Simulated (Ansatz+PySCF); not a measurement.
## singlet HF: levels of theory in one basis

```yaml
atoms:
  - { symbol: H, position_ang: [0.0000, 0.0000, -0.8944] }
  - { symbol: F, position_ang: [0.0000, 0.0000, 0.0994] }
```

Basis set: def2-SVP (spherical functions). Left uncorrelated: 1 orbital. Charge 0, multiplicity 1.

Computed with Ansatz (development build ahead of 0.2.0); each method stands on the lowest determinant of its kind that the runs found. NEVPT2 correlates all electrons. Active spaces start from the frontier orbitals, and the lowest solution found is given.

```tsv
method	E − E(RHF) (eV)	<S²> of the determinant
RHF	0.00	0.00
RHF-CCSD	-5.66	–
RHF-CCSD(T)	-5.72	–
CASSCF(8,5)	-0.76	–
SC-NEVPT2(8,5)	-5.18	–
```

What does RHF-MP2 give on the same scale?

-5.52 eV.

Is a single determinant a sound starting point here?

By this sign, yes. Unrestricted orbitals gain 0.00 eV and <S²> is 0.00 against 0.00 for a pure state. The CASSCF(8,5) natural occupations are 2.00, 2.00, 2.00, 1.97, 0.03.
